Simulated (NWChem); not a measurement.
propene (C₃H₆); SMILES C(C)=C

```xyz
9

C     -0.1667    -1.2338     0.0000
C      0.4532     0.1312     0.0000
C     -0.2193     1.2952     0.0000
H      0.1527    -1.8211    -0.8881
H      0.1527    -1.8211     0.8881
H     -1.2739    -1.1844     0.0000
H      1.5591     0.1614     0.0000
H     -1.3224     1.3216     0.0000
H      0.3041     2.2640     0.0000
```
Atoms are numbered in this order, from 1.

All runs: NWChem. All runs use the structure optimised with PBE-D3(BJ)/def2-SVP. Level: PBE0/Sadlej pVTZ; rows give the wavelength of the field.

| field | isotropic polarisability (bohr³) | anisotropy (bohr³) |
|---|---|---|
| static | 41.7 | 18.5 |
| 1065 nm | 42.1 | 18.9 |
| 589 nm | … | … |

### Question
Some entries are withheld; supply them.

### Answer

- 589 nm, isotropic polarisability (bohr³): 43.1
- 589 nm, anisotropy (bohr³): 19.9
